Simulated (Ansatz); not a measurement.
Geometry optimisation, RKS PBE/def2-SVP in Ansatz 0.2.0.

The input (input.yaml):

```yaml
crystal:
  periodic: [false, false, false]
  atoms:
    - { symbol: B, position_ang: [-0.018269, -0.211674, 0.172454] }
    - { symbol: O, position_ang: [-0.209205, -0.636863, 1.480561] }
    - { symbol: H, position_ang: [-1.149217, -0.812864, 1.6692] }
    - { symbol: H, position_ang: [1.133951, -0.045575, -0.171557] }
    - { symbol: H, position_ang: [-0.966298, -0.10747, -0.590028] }
    - { symbol: S, position_ang: [-0.039168, 2.698045, 1.212952] }
    - { symbol: H, position_ang: [1.31792, 2.615976, 1.303719] }
    - { symbol: H, position_ang: [-0.177415, 1.528724, 1.943398] }
basis:
  gaussian: { orbitals: def2-SVP }
hamiltonian:
  xc: pbe
relax:
  f_tol: 0.03
  max_steps: 50
output:
  orbitals: {}
```

Launched with:

```bash
$ ansatz run input.yaml --threads 1 --pin off --max-ram 2048MiB --backend cpu --events-out ev --progress --plain --runs-dir out
```

Problem. Where does it end, and by what steps?

Solution. The forces met the threshold. The force dipped under the threshold on the way, but the program's further checks kept it going. After 33 steps the energy has fallen by 0.064 eV; H8 moved furthest, 0.97 Å.

```tsv
step	energy less start (eV)	largest force component (eV/Å)	accepted
0	0.0000	0.616	yes
2	-0.0358	0.548	yes
4	-0.0136	1.034	no
6	-0.0498	0.094	yes
8	-0.0546	0.133	yes
10	-0.0565	0.047	yes
12	-0.0573	0.021	yes
14	-0.0586	0.107	yes
16	-0.0594	0.037	yes
18	-0.0597	0.014	yes
20	-0.0604	0.059	yes
22	-0.0537	0.507	no
24	-0.0613	0.146	yes
26	-0.0622	0.036	yes
28	-0.0627	0.103	yes
30	-0.0635	0.049	yes
32	-0.0635	0.051	no
33	-0.0637	0.008	yes
```

```xyz
8
Properties=species:S:1:pos:R:3
B 0.006 -0.243 0.296
O -0.443 -0.977 1.354
H -1.403 -1.138 1.302
H 1.208 -0.043 0.265
H -0.732 0.063 -0.627
S -0.186 2.596 1.358
H 0.971 2.709 0.651
H 0.473 2.062 2.422
```

Whether the end is a true minimum wasn't checked by a vibrational analysis.

Time of the run: 74 s on 1 thread of AMD EPYC 7R43 64-Core Processor (Zen 3), on a shared host, peak memory 0.14 GiB.
